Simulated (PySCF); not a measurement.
# C4H4S (Thiophene): the cost of one run

Programs: PySCF 2.14.0, with routines of our own; each step states its level. All values are computed. Atoms count from 0.

## 1. The starting structure

9 atoms, charge 0, multiplicity 1; geometry from: GFN2-xTB.

## 2. Geometry optimisation at PBE/6-31+G*

The job: settings as JSON, then the geometry in Å.

```
{"job": {"xc": "PBE", "basis": "6-31+G*", "grid": 1, "kind": "geom"}, "charge": 0, "multiplicity": 1}
C     -0.745235    -0.654585    -0.012927
C      0.666940    -0.736630    -0.013657
C      1.257446     0.483923     0.004609
S      0.103597     1.758559     0.022667
C     -1.189894     0.626234     0.006180
H     -1.393330    -1.512461    -0.025164
H      1.211869    -1.663455    -0.027296
H      2.302529     0.721648     0.009087
H     -2.200360     0.982761     0.011321
```

Launch:

```console
OMP_NUM_THREADS=1 python excited_run.py task.json out
```

The driver reads the jobs from task.json and runs them one after another.

Q: Estimate the wall time and peak memory of this first job on 1 thread of Arm Neoverse V1, shared host.

About 19 s, with a peak of 0.48 GiB.
